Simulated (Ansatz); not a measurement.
This geometry of C₄H₅N (10 atoms, charge 0, multiplicity 1) is a first-order saddle point.

These are results of RKS r2SCAN-D4/def2-SVP in Ansatz 0.2.0, not measurements.

```xyz
10
Properties=species:S:1:pos:R:3
C -1.173 -0.217 -1.389
C -0.422 -0.619 -0.355
N 0.874 -0.094 -0.083
C 1.243 -0.060 1.368
C 0.906 1.076 0.873
H -2.137 -0.687 -1.595
H -0.832 0.584 -2.051
H -0.761 -1.435 0.302
H 1.631 -0.749 2.113
H 0.754 2.149 0.820
```

Which two structures does it join? (They come from a converged band through this point; their orientation in space is the band's.)

No bond is made or broken. The dihedral H8–C2–N3–C5 goes from -153 to -28°.

First end point:

```xyz
10
Properties=species:S:1:pos:R:3
C -1.300 -0.105 -0.962
C -0.350 -0.862 -0.397
N 0.946 -0.425 -0.032
C 1.139 0.122 1.346
C 1.067 1.005 0.413
H -2.235 -0.544 -1.317
H -1.160 0.973 -1.103
H -0.487 -1.943 -0.261
H 1.311 -0.263 2.347
H 1.152 1.991 -0.032
```

Last end point:

```xyz
10
Properties=species:S:1:pos:R:3
C -0.913 -0.627 -1.584
C -0.541 -0.305 -0.341
N 0.724 0.306 -0.082
C 1.233 0.015 1.312
C 0.706 1.173 1.156
H -1.881 -1.093 -1.778
H -0.243 -0.425 -2.425
H -1.197 -0.499 0.528
H 1.775 -0.784 1.808
H 0.419 2.189 1.409
```

How far does it lie above each of them?

8.6 kJ/mol above the first and 7.9 kJ/mol above the second. This is the barrier of this one path; another mechanism may lie lower.

Run time: 110 s on 2 threads of Arm Neoverse V1 (shared host), peak memory 0.2 GiB.
